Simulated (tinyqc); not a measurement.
Stretching all distances: RHF, UHF, MP2, CISD and CCSD against full CI in the sto-6g basis, for H2O, spin multiplicity 1. Computed by the program tinyqc with PySCF. All coordinates are multiplied by the scale. c0^2 is the weight of the RHF determinant in the lowest singlet FCI state (UHF is spin-contaminated and may lie near states of higher spin) and n(LUMO) the first natural occupation beyond the occupied space.

Geometry (angstrom):
```
atom       x        y       z
O     0.0000   0.0000  0.0000
H     0.0000   0.7550  0.5270
H     0.0000  -0.8040  0.5610
```

Full CI energy (hartree) and errors against it (kcal/mol):
```
scale   distance 1-2 (angstrom)      E(FCI)       RHF      UHF      MP2     CISD     CCSD  <S^2> UHF    c0^2  n(LUMO)
0.8600                   0.7918  -75.623363   21.4654  21.4654   5.5108   0.1800   0.0462     0.0000  0.9856   0.0157
1.3800                   1.2706  -75.655853   73.1491  68.0166  25.1747   3.8939   0.3908     0.4522  0.8891   0.1296
1.6400                   1.5100  -75.568859  120.2366  50.7621  43.0790  12.2936   0.5276     1.4005  0.7631   0.2861
1.8900                   1.7402  -75.509789  176.8527  25.1677  62.0073  26.7639  -2.3352     1.7580  0.5978   0.4928
```

Estimate the missing row, scale = 1.12.

Computed row:
```
scale   distance 1-2 (angstrom)      E(FCI)      RHF      UHF      MP2    CISD    CCSD  <S^2> UHF    c0^2  n(LUMO)
1.1200                   1.0312  -75.726902  40.6696  40.6696  12.5317  0.8920  0.1316     0.0000  0.9577   0.0476
```

UHF parts from RHF first at scale 1.38 of those listed, where <S^2> leaves zero. The weight c0^2 goes from 0.99 to 0.60 and n(LUMO) from 0.02 to 0.49: static correlation grows as the bonds break into open-shell fragments. The spread of the error along the curve, which distorts its shape, is CCSD 2.9, CISD 26.6, UHF 46.6, MP2 56.5, RHF 155.4 kcal/mol. Below FCI somewhere: CCSD, as non-variational methods may be.
